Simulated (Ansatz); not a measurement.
Geometry optimisation, RKS PBE-D4/def2-SVP in Ansatz.

Input:

```yaml
crystal:
  periodic: [false, false, false]
  atoms:
    - { symbol: Si, position_ang: [0.107225, -0.075866, 0.066205] }
    - { symbol: H, position_ang: [0.484774, -0.083574, 1.470672] }
    - { symbol: H, position_ang: [1.544196, 0.036583, -0.129075] }
    - { symbol: Cl, position_ang: [-0.875591, 1.664593, -0.525366] }
    - { symbol: "N", position_ang: [-0.606123, -1.553665, -0.464065] }
    - { symbol: H, position_ang: [-1.472325, -1.843798, -0.002571] }
    - { symbol: H, position_ang: [-0.674556, -1.727071, -1.4702] }
basis:
  gaussian: { orbitals: def2-SVP }
hamiltonian:
  xc: pbe
  dispersion: d4
relax:
  f_tol: 0.03
  max_steps: 50
```

Run as:

```bash
$ ansatz run input.yaml --threads 1 --pin off --max-ram 2048MiB --backend cpu --events-out ev --progress --plain --runs-dir out
```

Problem. Where does it end, and by what steps?

Solution. The forces met the threshold. After 6 steps the energy has fallen by 0.545 eV; H3 moved furthest, 0.37 Å.

| step | energy less start (eV) | largest force component (eV/Å) | accepted |
| --- | --- | --- | --- |
| 0 | 0.0000 | 1.520 | yes |
| 1 | -0.4518 | 0.502 | yes |
| 2 | -0.4915 | 0.568 | yes |
| 3 | -0.5405 | 0.133 | yes |
| 4 | -0.5430 | 0.080 | yes |
| 5 | -0.5445 | 0.047 | yes |
| 6 | -0.5447 | 0.027 | yes |

```xyz
7
Properties=species:S:1:pos:R:3
Si 0.173 -0.072 0.115
H 0.198 -0.099 1.612
H 1.539 -0.003 -0.495
Cl -0.808 1.706 -0.429
N -0.570 -1.537 -0.425
H -1.461 -1.822 -0.008
H -0.563 -1.757 -1.424
```

Whether the end is a true minimum wasn't checked by a vibrational analysis.

Time of the run: 4.4 s on 1 thread of AMD EPYC 9R45 96-Core Processor (Zen 5) (shared host), peak memory 0.15 GiB.
